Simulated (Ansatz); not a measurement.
# O4S2: the cost of one run

Program: Ansatz 0.2.0. Level of theory: the levels named in each step. These are calculated values, not measurements.

**1. The starting structure**

Bond lengths: O1–S2 1.454 Å, S2–O3 1.449 Å, O4–S5 1.424 Å, S5–O6 1.478 Å. Angles: O1–S2–O3 111.3°, O4–S5–O6 112.7°.

Coordinates:

```xyz
6

O     0.8182   -0.6094   -1.3813
S    -0.0610    0.5485   -1.3801
O    -1.4040    0.1884   -0.9707
O     0.1929   -0.7252    2.4066
S     0.0319   -0.4413    1.0205
O     0.4560    0.9297    0.6652
```

**2. A rough first relaxation, PBE-D4/def2-SVP**

This run stands in another session on the same molecule. It ended at:

```xyz
6

O     0.8648   -0.5178   -1.7238
S    -0.2045    0.4643   -2.0323
O    -1.4960    0.3343   -1.3123
O     0.2756   -0.8146    2.9096
S     0.0965   -0.4689    1.4795
O     0.4976    0.8934    1.0396
```

**3. Relaxation, r2SCAN-D4/def2-TZVPP**

input.yaml reads:

```yaml
crystal:
  periodic: [false, false, false]
  atoms:
    - { symbol: O, position_ang: [0.86479258, -0.51779704, -1.72379976] }
    - { symbol: S, position_ang: [-0.20451537, 0.46428173, -2.03231642] }
    - { symbol: O, position_ang: [-1.49600358, 0.33432707, -1.31233176] }
    - { symbol: O, position_ang: [0.2756131, -0.81463718, 2.90962834] }
    - { symbol: S, position_ang: [0.09647577, -0.46892576, 1.47946381] }
    - { symbol: O, position_ang: [0.49760751, 0.89341118, 1.03958578] }
basis:
  gaussian: { orbitals: def2-TZVPP }
hamiltonian:
  xc: r2scan
  dispersion: d4
relax:
  f_tol: 0.002
  max_steps: 150
```

On the command line:

```sh
$ ansatz run input.yaml --threads 4 --pin off --max-ram 10240MiB --backend cpu --events-out ev --progress --plain --runs-dir out
```

Q: Estimate wall time and peak memory on 4 threads of Arm Neoverse N1, shared host.

About 59 s, with a peak of 0.28 GiB.
